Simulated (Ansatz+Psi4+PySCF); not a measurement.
Results of a calculation; reference values are marked as such.
## PySCF 2.14.0 run

```python
from pyscf import gto, scf, mp

mol = gto.M(atom="""
Mg 0.000000 0.000000 0.000000
O 1.877500 -0.817100 -0.099800
H 2.679400 -0.379100 -0.410300
H 2.128800 -1.713400 0.154600
""", basis={'H': 'cc-pvtz', 'Mg': 'cc-pcvtz', 'O': 'cc-pvtz'}, charge=1, spin=1)
mf = scf.UHF(mol)
mf.kernel()
pt = mp.MP2(mf, frozen=2).run()
print(mf.e_tot, pt.e_corr, pt.e_tot)
```

The script is written out from the run's settings.

The run gave:

```yaml
Converged: yes
Reference_energy: -275.48062 hartree
Correlation_energy: -0.52596 hartree
Total_energy: -276.00658 hartree
Spin_squared_of_the_determinant: 0.750
```

Messages of the program:
```
WARN: HOMO -0.201493846206191 >= LUMO -0.201493846206191
WARN: HOMO -0.201493846206191 >= LUMO -0.201493846206191
```
